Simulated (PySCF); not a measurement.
CH3S, SMILES C[S] (connectivity only; charge and spin as stated), charge -1, multiplicity 1. Atoms are numbered in the order given.

```xyz
5

C      0.0000     0.0000    -1.1160
S      0.0000     0.0000     0.7044
H     -0.8824     0.5095    -1.5248
H      0.8824     0.5095    -1.5248
H      0.0000    -1.0189    -1.5248
```
Charge -1, spin multiplicity 1.

The structure is a stationary point at PBE0-D3(BJ)/def2-TZVPD. The spin state was assumed, not searched. The isomer is the one that the SMILES or the coordinates give; other isomers of the formula were not compared.

These are HF/def2-TZVPD run with PySCF values and carry that method's errors.

Symmetry labels are those of the subgroup Cs that the program uses (full group C3v).

Computed valence orbital energies around the gap with their symmetry:
```json
[
 {"orbital": "HOMO−7", "symmetry": "A\"", "energy (eV)": "-172.56"},
 {"orbital": "HOMO−6", "symmetry": "A'", "energy (eV)": "-21.26"},
 {"orbital": "HOMO−5", "symmetry": "A'", "energy (eV)": "-15.71"},
 {"orbital": "HOMO−4", "symmetry": "A'", "energy (eV)": "-10.05"},
 {"orbital": "HOMO−3", "symmetry": "A\"", "energy (eV)": "-10.05"},
 {"orbital": "HOMO−2", "symmetry": "A'", "energy (eV)": "-6.40"},
 {"orbital": "HOMO−1", "symmetry": "A'", "energy (eV)": "-2.24"},
 {"orbital": "HOMO", "symmetry": "A\"", "energy (eV)": "-2.24"},
 {"orbital": "LUMO", "symmetry": "A'", "energy (eV)": "5.37"},
 {"orbital": "LUMO+1", "symmetry": "A'", "energy (eV)": "6.08"},
 {"orbital": "LUMO+2", "symmetry": "A'", "energy (eV)": "6.15"},
 {"orbital": "LUMO+3", "symmetry": "A\"", "energy (eV)": "6.15"}
]
```
